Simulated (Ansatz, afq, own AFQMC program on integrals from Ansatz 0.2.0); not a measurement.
AFQMC on a folder of integrals that Ansatz 0.2.0 wrote.

```yaml
crystal:
  periodic: [false, false, false]
  atoms:
    - {symbol: Al, position_ang: [0.000000, 0.000000, 0.565388]}
    - {symbol: C, position_ang: [0.000000, 0.000000, -1.279659]}
    - {symbol: H, position_ang: [0.000000, 1.432477, 1.238502]}
    - {symbol: H, position_ang: [0.000000, -1.432476, 1.238502]}
    - {symbol: H, position_ang: [0.000000, 0.000000, -2.363348]}
basis:
  gaussian: {orbitals: cc-pVDZ}
magnetization: {spin_polarized: false}
correlation: {method: ccsd_t, electrons: outside_noble_gas, hamiltonian_folder: ham}
```

```sh
$ ansatz run in.yaml --threads 1 --pin off --events-out ev --progress --plain --max-ram 1382MiB
```

Options of the walk:

```
--method phaseless --trial hf --walkers 120 --populations 1 --least-time 40 --time-step 0.005 --steps-per-block 20 --equilibration-blocks 112 --max-blocks 600 --target-error 0.00114 --factor-cut 1e-05 --seed 535 --taylor-order 6
```

Times are imaginary, in 1/Eh. The walk had a cap of 656 s.

Output of the walk:

```
orbitals 41  electrons 5 5  factors 312 of 443
reference energy -281.37448138 Eh
CCSD correlation -0.21068290 Eh in 15 cycles, weight of the determinant in the CISD state 0.8658
energy of the start -281.374481 Eh
 block  time / (1/Eh)  mean weight  energy / Eh
     1     0.100  1.0004  -281.420939
     2     0.200  0.9993  -281.443986
     3     0.300  0.9998  -281.474028
     4     0.400  0.9998  -281.487351
     5     0.500  1.0019  -281.499176
    10     1.000  1.0007  -281.547595
    86     8.600  0.9991  -281.576993
   103    10.300  1.0010  -281.641344
   171    17.100  0.9999  -281.565558
   256    25.600  1.0000  -281.599526
   341    34.100  1.0002  -281.602348
   426    42.600  0.9987  -281.585395
   511    51.100  0.9989  -281.576334
   596    59.600  1.0001  -281.625888
   681    68.100  0.9999  -281.594861
   698    69.800  1.0029  -281.588664
blocks merged  error / Eh  count
     1  0.000794  600
     2  0.001011  300
     4  0.001284  150
     8  0.001662  75
    16  0.001890  37
    32  0.002076  18
    64  0.002550  9
energy -281.599492 +/- 0.002076 Eh
(rows thinned)
```

The run passed its tests (sampling time, drift between the halves within three errors, error under three times the target), which doesn't prove that it has relaxed.

Against this walk (error 56.5 meV) on the same determinant: CCSD(T) 228.8 meV higher, CCSDT(Q) 159.7 meV higher, a separate phaseless walk with a CISD trial and standard settings 134.3 ± 58.9 meV higher. The error is statistical and leaves out the bias of the constraint.

Cautions: constraint bias not in the error; error above the target (56.5 against 31.0 meV); higher spins were not checked; restricted determinant unstable towards unrestricted (UHF 950 meV lower, ⟨S²⟩ 0.97); raised T1 diagnostic (T1 0.023, weight of the determinant 0.87, largest double 0.14); CCSDT(Q) on the UHF determinant differs (859 meV lower), perhaps since the unrestricted series falls towards higher spin; the bias of populations of 120 walkers isn't removed.

The walk took 2.9 min on 1 thread of Arm Neoverse V2, with other jobs on the host. The log's last line is the phaseless energy.

CCSDT and higher add their correlation energy to the determinant of the CCSD(T) run, since their own runs factorise the integrals more tightly (a shift of under 2 meV). A walk keeps the symmetry of its determinant, which the program's search chose and which needn't be the lowest solution, so a lower state of the same spin and another symmetry isn't excluded.
